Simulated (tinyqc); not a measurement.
UHF in the sto-3g basis, for H2O, spin multiplicity 3, step by step. This run ends on a higher stationary point, not on the lowest solution. Computed by tinyqc, a small Python program that keeps every step (integrals from PySCF). Settings: charge = 0, multiplicity = 3, basis = sto-3g, energy threshold = 1e-10, iteration cap = 60, orthogonalisation = canonical, start = Wolfsberg-Helmholz matrix, DIIS depth = 8, DIIS from iteration = 3, damping = 0.7, method = UHF. Command: `OMP_NUM_THREADS=1 python tinyqc.py 22290 22291 out.jsonl` (the two numbers bound the seeds that draw the settings). One thread of a shared host (Intel(R) Xeon(R) Processor @ 2.60GHz), about 0.2 s of CPU time with the checks.

Geometry (angstrom):
```
atom         x          y         z
O     0.000000   0.000000  0.000000
H     0.000000   1.150000  0.779000
H     0.000000  -1.150000  0.779000
```

Stop when the energy changes by less than 1e-10 hartree and every element of the error matrix X^T (F D S - S D F) X (for each spin) is below 3e-06.

Course of the cycle:
```
iteration   E (hartree)     change  largest element of the error matrix
1          -74.35809150          -                             2.16e-01
2          -74.41941172  -6.13e-02                             1.73e-01
3          -74.47107388  -5.17e-02                             1.43e-01
4          -74.51234587  -4.13e-02                             1.16e-01
5          -74.54403059  -3.17e-02                             8.81e-02
6          -74.56795957  -2.39e-02                             6.46e-02
7          -74.58473333  -1.68e-02                             4.74e-02
8          -74.58546027  -7.27e-04                             3.48e-02
9          -74.59871933  -1.33e-02                             2.46e-02
10         -74.60957435  -1.09e-02                             1.73e-02
11         -74.61940860  -9.83e-03                             1.21e-02
12         -74.62700468  -7.60e-03                             8.45e-03
13         -74.63273986  -5.74e-03                             5.95e-03
14         -74.63690913  -4.17e-03                             4.17e-03
...                 ...        ...                                  ...
47         -74.64718104  -3.52e-08                             3.24e-08
48         -74.64718106  -2.47e-08                             2.27e-08
49         -74.64718108  -1.73e-08                             1.59e-08
50         -74.64718109  -1.21e-08                             1.11e-08
51         -74.64718110  -8.46e-09                             7.79e-09
52         -74.64718111  -5.92e-09                             5.45e-09
53         -74.64718111  -4.14e-09                             3.82e-09
54         -74.64718112  -2.90e-09                             2.67e-09
55         -74.64718112  -2.03e-09                             1.87e-09
56         -74.64718112  -1.42e-09                             1.31e-09
57         -74.64718112  -9.95e-10                             9.17e-10
58         -74.64718112  -6.96e-10                             6.42e-10
59         -74.64718112  -4.87e-10                             4.49e-10
60         -74.64718112  -3.41e-10                             3.14e-10
```

Can the last value be used, and what does the course show?

Not by the stop rule, although the second column moves by less than 1e-07 over the last three steps. Not converged within the cap of 60 iterations: the residual falls steadily but slowly, by a factor of about 0.70 a step. Reruns (cap 100 unless said): DIIS 8: converged in 14 to a higher stationary point; damping 0.5: converged in 96 to a higher stationary point; level shift 0.5: converged in 81 to a higher stationary point; atomic densities as start, DIIS 8: converged in 13; the original settings with a cap of 400: converged in 64 to a higher stationary point. PySCF UHF in the same basis, after a stability check = -74.72023847 hartree.
